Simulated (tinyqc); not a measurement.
Coupled-perturbed Hartree-Fock on RHF in the sto-6g basis, for OH-, spin multiplicity 1, step by step. The basis has no diffuse functions, so it cannot describe the extra electron: this is an exercise in the method, not the real anion. One step of it, computed by the program tinyqc.

Problem. Integrals over molecular orbitals. (pq|rs) = sum C_ip C_jq C_kr C_ls (ij|kl), one index at a time.

coefficients C:
```
              MO1        MO2        MO3       MO4        MO5        MO6
1O 1s    0.996690  -0.228107   0.097850  0.000000   0.000000   0.077240
1O 2s    0.014731   0.885867  -0.545472  0.000000   0.000000  -0.510311
1O 2px   0.000000   0.000000   0.000000  0.045479   0.998965   0.000000
1O 2py   0.000000   0.000000   0.000000  0.998965  -0.045479   0.000000
1O 2pz   0.002419   0.047687   0.534416  0.000000   0.000000  -0.953125
2H 1s   -0.003885   0.248925   0.692057  0.000000   0.000000   0.964251
```

core Hamiltonian H = T + V (hartree), lower triangle:
```
             1O 1s      1O 2s     1O 2px     1O 2py     1O 2pz      2H 1s
1O 1s   -32.443390
1O 2s    -7.165715  -8.665673
1O 2px    0.000000   0.000000  -6.941463
1O 2py    0.000000   0.000000   0.000000  -6.941463
1O 2pz   -0.014102  -0.160638   0.000000   0.000000  -7.046810
2H 1s    -1.454190  -3.092551   0.000000   0.000000  -2.231079  -4.458531
```

Two-electron integrals (ij|kl) in chemists' order, unique and non-zero (hartree):
```
(11|11) 4.787491   (21|11) 0.675884   (21|21) 0.121505   (22|11) 1.117379
(22|21) 0.249212   (22|22) 0.817383   (31|31) 0.025762   (32|31) 0.039145
(32|32) 0.180664   (33|11) 1.117381   (33|21) 0.249212   (33|22) 0.817382
(33|33) 0.880663   (41|41) 0.025762   (42|41) 0.039145   (42|42) 0.180664
(43|43) 0.047461   (44|11) 1.117381   (44|21) 0.249212   (44|22) 0.817382
(44|33) 0.785741   (44|44) 0.880663   (51|51) 0.025762   (52|51) 0.039145
(52|52) 0.180664   (53|53) 0.047461   (54|54) 0.047461   (55|11) 1.117381
(55|21) 0.249212   (55|22) 0.817382   (55|33) 0.785741   (55|44) 0.785741
(55|55) 0.880663   (61|11) 0.145195   (61|21) 0.025019   (61|22) 0.050194
(61|33) 0.050087   (61|44) 0.050087   (61|51) 0.001224   (61|52) 0.002392
(61|55) 0.050410   (61|61) 0.005251   (62|11) 0.353773   (62|21) 0.080011
(62|22) 0.290662   (62|33) 0.285828   (62|44) 0.285828   (62|51) 0.006407
(62|52) 0.047340   (62|55) 0.300330   (62|61) 0.016564   (62|62) 0.128734
(63|31) 0.008878   (63|32) 0.050014   (63|53) 0.009759   (63|63) 0.018178
(64|41) 0.008878   (64|42) 0.050014   (64|54) 0.009759   (64|64) 0.018178
(65|11) 0.255822   (65|21) 0.058678   (65|22) 0.227361   (65|33) 0.217128
(65|44) 0.217128   (65|51) 0.012991   (65|52) 0.084957   (65|55) 0.247825
(65|61) 0.012701   (65|62) 0.122436   (65|65) 0.133362   (66|11) 0.497911
(66|21) 0.114706   (66|22) 0.476661   (66|33) 0.457665   (66|44) 0.457665
(66|51) 0.011891   (66|52) 0.120178   (66|55) 0.514652   (66|61) 0.023992
(66|62) 0.267799   (66|65) 0.290771   (66|66) 0.774999
```

Give: one-electron integrals over orbitals h = C^T H C; Two-electron integrals over orbitals.

Solution.

one-electron integrals over orbitals h = C^T H C (hartree), lower triangle:
```
         1       2       3       4       5       6
1  -32.430
2    0.599  -7.150
3   -0.254   0.729  -5.692
4    0.000   0.000   0.000  -6.941
5    0.000   0.000   0.000   0.000  -6.941
6   -0.208   1.021   1.403   0.000   0.000  -5.659
```

Two-electron integrals over orbitals (pq|rs), unique and non-zero (hartree):
```
(11|11) 4.762       (21|11) -0.441      (21|21) 0.066       (22|11) 1.031
(22|21) -0.017      (22|22) 0.727       (31|11) 0.195       (31|21) -0.028
(31|22) 0.012       (31|31) 0.022       (32|11) -0.198      (32|21) 0.009
(32|22) -0.036      (32|31) 0.010       (32|32) 0.147       (33|11) 0.805
(33|21) -0.008      (33|22) 0.630       (33|31) -2.30e-03   (33|32) -0.017
(33|33) 0.651       (41|41) 0.027       (42|41) 0.033       (42|42) 0.150
(43|41) -0.013      (43|42) -0.051      (43|43) 0.043       (44|11) 1.117
(44|21) -0.012      (44|22) 0.755       (44|31) 0.005       (44|32) -0.103
(44|33) 0.622       (44|44) 0.881       (51|51) 0.027       (52|51) 0.033
(52|52) 0.150       (53|51) -0.013      (53|52) -0.051      (53|53) 0.043
(54|54) 0.047       (55|11) 1.117       (55|21) -0.012      (55|22) 0.755
(55|31) 0.005       (55|32) -0.103      (55|33) 0.622       (55|44) 0.786
(55|55) 0.881       (61|11) 0.159       (61|21) -0.025      (61|22) -3.11e-05
(61|31) -3.11e-03   (61|32) -0.023      (61|33) 0.011       (61|44) 3.94e-03
(61|55) 3.94e-03    (61|61) 0.031       (62|11) -0.217      (62|21) 0.005
(62|22) -0.107      (62|31) -0.017      (62|32) -0.027      (62|33) -0.007
(62|44) -0.113      (62|55) -0.113      (62|61) 0.020       (62|62) 0.109
(63|11) -0.278      (63|21) 3.88e-03    (63|22) -0.111      (63|31) 4.07e-03
(63|32) 0.120       (63|33) -0.046      (63|44) -0.157      (63|55) -0.157
(63|61) -0.010      (63|62) 0.038       (63|63) 0.167       (64|41) -0.010
(64|42) -0.040      (64|43) -0.009      (64|64) 0.038       (65|51) -0.010
(65|52) -0.040      (65|53) -0.009      (65|65) 0.038       (66|11) 0.947
(66|21) -0.011      (66|22) 0.681       (66|31) 0.015       (66|32) 0.027
(66|33) 0.643       (66|44) 0.666       (66|55) 0.666       (66|61) -0.010
(66|62) -0.088      (66|63) -0.044      (66|66) 0.722
```
